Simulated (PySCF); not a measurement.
Computed properties of methanidylidynesulfanium (CS), SMILES [C-]#[S+]

methanidylidynesulfanium (CS), SMILES [C-]#[S+]. Geometry: B3LYP-D3(BJ)/def2-TZVPD. One conformer was computed; it need not be the lowest. All values are computed for the isolated molecule unless a solvent is named; none is compared with measurement here.

**Structure.** The optimised structure has C∞v symmetry. All 1 harmonic modes at B3LYP-D3(BJ)/def2-TZVPD (PySCF) are real, so it is a minimum.

**Vibrations.** The strongest infrared lines (harmonic, unscaled, degenerate partners summed) lie at 1309 cm⁻¹ (88 km/mol, C 73 %, S 27 %). The softest mode is at 1309 cm⁻¹ and the zero-point energy is 1.9 kcal/mol.

**Electronic structure.** CAM-B3LYP/def2-TZVPD (PySCF) places the frontier levels at -10.40 and -1.18 eV, a gap of 9.22 eV, and gives a dipole moment of 1.98 D and a mean polarisability of 28.5 bohr³. PBE/def2-TZVPD (PySCF) at the same geometry gives -7.37 and -3.41 eV, so its gap is 5.26 eV narrower. An orbital gap is neither the optical nor the fundamental gap.

**Excitations.** TDDFT-ωB97X/def2-TZVPD (PySCF) has S1 at 4.86 eV (255 nm, f = 0.012, weak); the most intense of the 10 singlets computed lies at 9.75 eV (f = 0.32). Strengths of degenerate partners are summed. T1 (TDA) is at 3.47 eV. No vertical singlet excitation falls in the visible range (under 3.1 eV).

**NMR.** GIAO shifts at KT2/pcSseg-2 (PySCF) (non-relativistic, atoms alike by connectivity averaged): ¹³C at 413.6 ppm against TMS.
